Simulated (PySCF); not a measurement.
Ionisation energies (eV) were calculated with PySCF 2.14 by MP2 (valence), PBE, LDA, in another order, as differences of total energies without spin-orbit coupling. The measured values are between term centres (NIST).

| species | measured | A | B | C |
| --- | --- | --- | --- | --- |
| Mg (def2-QZVPPD, non-relativistic) | 7.646 | 7.719 | 7.248 | 7.613 |
| Al⁺ (def2-QZVPPD, non-relativistic) | 18.829 | 18.896 | 18.321 | 18.758 |
| Si⁺ (def2-QZVPPD, non-relativistic) | 16.322 | 16.371 | 16.139 | 16.412 |
| Sr (def2-QZVPPD with the def2 core potential (28 electrons), ECP) | 5.695 | 5.863 | 5.251 | 5.699 |
| Sn⁺ (def2-QZVPPD with the def2 core potential (28 electrons), ECP) | 14.282 | 14.406 | 13.989 | 14.224 |
| Sb (def2-QZVPPD with the def2 core potential (28 electrons), ECP) | 9.124 | 9.119 | 9.018 | 8.961 |
| Te (def2-QZVPPD with the def2 core potential (28 electrons), ECP) | 8.749 | 9.003 | 8.446 | 8.733 |
| Xe (def2-QZVPPD with the def2 core potential (28 electrons), ECP) | 12.565 | 12.606 | 12.385 | 12.319 |

Q: Which column is which method?

A: A is LDA (mean error 0.10 eV); B is MP2 (valence) (mean error -0.30 eV); C is PBE (mean error -0.06 eV). LDA overbinds the outer electron and comes out highest. Valence MP2 in a finite basis recovers only part of the missing correlation, so it stays below experiment on average. PBE, with gradient corrections, lies close to experiment on average, with errors of both signs.
